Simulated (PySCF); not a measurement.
**Computed data sheet: `CC(C)N` (2-propanamine)**

Compound: 2-propanamine, C3H9N.
Bonds: C1–C2, C2–C3, C2–N4. Hydrogens: H5, H6, H7 on C1; H8 on C2; H9, H10, H11 on C3; H12, H13 on N4.

Some functional groups and rings: amine.

PBE0-D3(BJ)/def2-TZVP geometry optimisation, gas phase (PySCF):

```yaml
Point_group: Cs
Rotational_constants_A_B_C: 8.433, 8.063, 4.710 GHz
```

From CAM-B3LYP/aug-cc-pVTZ ground state and vertical TDDFT (core frozen in the response) (PySCF):

```yaml
Dipole_moment: 1.30 D
HOMO_energy: -8.35 eV
LUMO_energy: 0.20 eV
HOMO–LUMO_gap: 8.55 eV
Lowest_singlet_excitation: 5.73 eV (216 nm, f = 0.013)
Strongest_line_among_the_10_lowest_singlet_transitions: S3 at 6.77 eV (183 nm, f = 0.064)
Lowest_triplet_excitation_Tamm–Dancoff: 5.55 eV
Static_isotropic_polarisability: 50.1 au
Electronic_spatial_extent_⟨r²⟩_about_the_centre_of_nuclear_charge: 332 bohr²
```

From B97-2/pcSseg-2 ground state and GIAO shieldings, non-relativistic (PySCF):

```yaml
13C_chemical_shifts_computed_TMS_as_zero_by_class: 47.8 (C2), 27.2 (C1/C3) ppm
1H_chemical_shifts_computed_TMS_as_zero_by_class: 3.35 (H8), 0.97 (H5/H6/H7/H9/H10/H11), 0.69 (H12/H13) ppm
Isotropic_shieldings_of_nuclei_other_than_C_and_H_by_class: 205 (N4) ppm
```

Monoisotopic mass (most abundant isotopes): 59.0735 u.

A dipole of 1.30 D is allowed in Cs, and pure rotational transitions are dipole-allowed. The rotational constants make it an asymmetric top with κ = (2B − A − C)/(A − C) = 0.80, nearer the oblate limit (+1). The principal polarisabilities are 46.6, 51.7 and 52.0 au; their mean is the isotropic value. The polarisability is 7.42 Å³ as a volume (1 au = 0.148185 Å³), or 1.47 au for each of the 34 electrons. With B = h/(8π²I), that is 505.379 GHz u Å² over I, the principal moments of inertia are 59.9, 62.7 and 107.3 u Å² (most abundant isotopes); the inertial defect Ic − Ia − Ib is -15.3 u Å² (zero for a rigid planar frame, negative otherwise).

One conformer (not necessarily the lowest) at the PBE0-D3(BJ)/def2-TZVP geometry, without solvent, vibrations or thermal averaging.

Conformer computed: `[CH3:1][CH:2]([CH3:3])[NH2:4]`: H–N4–C2–C1 -179°, H–N4–C2–C1 -60°.
